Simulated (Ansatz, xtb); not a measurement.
Relaxing a trial structure of C4H4NO

The starting geometry of this gas-phase doublet has its atoms placed at random.

```yaml
atoms:
  - { symbol: C, position_ang: [1.8217, -1.1768, 0.0741] }
  - { symbol: C, position_ang: [-0.2762, -1.5261, 0.0331] }
  - { symbol: C, position_ang: [-0.7183, -0.0234, 1.9510] }
  - { symbol: C, position_ang: [-1.7218, 1.1038, 0.7347] }
  - { symbol: N, position_ang: [1.6017, 0.0777, 1.4456] }
  - { symbol: O, position_ang: [-0.5927, 0.4095, -0.1556] }
  - { symbol: H, position_ang: [-1.5958, 1.3185, -0.2103] }
  - { symbol: H, position_ang: [0.3639, -1.7318, 0.7099] }
  - { symbol: H, position_ang: [-0.0873, 1.1106, 2.1286] }
  - { symbol: H, position_ang: [0.6094, -0.0847, 2.0915] }
```

Problem. One run relaxed it with r2SCAN-D4/def2-SVP. What is a likely outcome?

Solution. It ends as a structure given below by its coordinates. Distances that change by over a tenth: C2–H8 (0.95 → 1.09 Å), C3–H9 (1.31 → 1.09 Å), C3–H10 (1.34 → 1.09 Å), C4–O6 (1.60 → 1.37 Å), C4–H7 (0.98 → 1.09 Å). Contacts that open: N5–H10 (1.20 → 2.79 Å). Contacts that close: C1–C2 (2.13 → 1.39 Å), C1–N5 (1.87 → 1.18 Å), C2–O6 (1.97 → 1.35 Å), C3–C4 (1.94 → 1.34 Å).

The energy falls by 24.08 eV over 24 steps:

```tsv
step	E − E(last) (eV)
1	24.083
4	10.490
6	5.436
9	1.676
11	0.731
14	0.081
16	0.007
19	0.001
21	0.000
24	0.000
```

Final geometry (Å):

```yaml
atoms:
  - { symbol: C, position_ang: [1.4320, -0.9146, 0.5407] }
  - { symbol: C, position_ang: [0.1826, -1.2736, 0.0403] }
  - { symbol: C, position_ang: [-0.4581, 0.9555, 1.9019] }
  - { symbol: C, position_ang: [-1.0893, 0.6319, 0.7691] }
  - { symbol: N, position_ang: [2.5090, -0.6917, 0.9603] }
  - { symbol: O, position_ang: [-0.9049, -0.4829, -0.0088] }
  - { symbol: H, position_ang: [-1.8934, 1.2327, 0.3362] }
  - { symbol: H, position_ang: [0.0500, -2.2144, -0.4966] }
  - { symbol: H, position_ang: [-0.7514, 1.8812, 2.4006] }
  - { symbol: H, position_ang: [0.3281, 0.3531, 2.3589] }
```

From the same start GFN2-xTB reaches the same bonding as this run.

From so rough a start the end depends on the optimiser's path, so another program may land elsewhere. The end wasn't checked by frequencies. Open shells are spin-unrestricted. Run with Ansatz 0.2.0, 5 min on 2 threads of Intel(R) Xeon(R) Processor @ 2.50GHz (Skylake/Cascade Lake) (shared host).
